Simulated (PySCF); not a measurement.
Excitations are Tamm–Dancoff values on a coarser integration grid. The basis has no diffuse functions, so Rydberg states are missing or too high.

Cartesian coordinates (Å):
```xyz
7

C      1.3001     0.0067     0.0043
C      0.0000     0.0000     0.0000
C     -1.3001    -0.0068    -0.0043
H      1.8682    -0.4349    -0.8064
H      1.8581     0.4543     0.8187
H     -1.8604    -0.8223     0.4385
H     -1.8659     0.8029    -0.4508
```
Charge 0, spin multiplicity 1.

**Question.** What is the computed T1 excitation (TDA), dipole moment, HOMO–LUMO gap, S1 excitation (TDA), S1–T1 gap (TDA), HOMO, total energy and LUMO (PBE-D3(BJ)/def2-TZVP // B3LYP-D3(BJ)/def2-TZVP (PySCF))?

**Answer.** 
- T1 excitation (TDA) = 4.71 eV
- dipole moment = 0.00 D
- HOMO–LUMO gap = 5.84 eV
- S1 excitation (TDA) = 5.85 eV
- S1–T1 gap (TDA) = 1.13 eV
- HOMO = -6.55 eV
- total energy = -116.5426 Ha
- LUMO = -0.71 eV
